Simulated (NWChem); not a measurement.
## BCl3

SMILES: ClB(Cl)Cl
```xyz
4

B      0.0000     0.0000     0.0000
Cl     0.0000     0.0000     1.7421
Cl     1.5087     0.0000    -0.8710
Cl    -1.5087     0.0000    -0.8710
```
Charge 0, spin multiplicity 1.

Everything below was run with NWChem. Structure: optimised with PBE0/def2-SVP, a minimum by its harmonic frequencies.

Symmetry labels belong to the abelian group C2v used in the runs, with the axes of the coordinates shown; states degenerate in a higher group split over its labels.

The structure started from a generated list of species.

Task: List the lowest 3 singlet excitations that TD-PBE/def2-SVP gives, with oscillator strengths.

Result: 
```csv
state,symmetry,energy (eV),wavelength (nm),f
1,a2,5.28,235,0.000
2,a2,6.19,200,0.000
3,b2,6.19,200,0.000
```
